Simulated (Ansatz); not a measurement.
# singlet BHO: levels of theory in one basis

```yaml
atoms:
  - { symbol: H, position_ang: [-0.0065, 0.0383, -1.2210] }
  - { symbol: B, position_ang: [-0.0359, -0.0308, -0.0212] }
  - { symbol: O, position_ang: [-0.0272, 0.0260, 1.2274] }
```

Basis set: def2-SVP (spherical functions). Frozen core: 2 orbitals. Charge 0, multiplicity 1.

Computed with Ansatz (development build ahead of 0.2.0); each method stands on the lowest determinant of its kind that the runs found.

```tsv
method	E − E(RHF) (eV)	<S²> of the determinant
RHF	0.00	–
RHF-MP2	-7.45	–
```

Problem. What does RHF-CCSD(T) give on the same scale?

Solution. -7.89 eV.
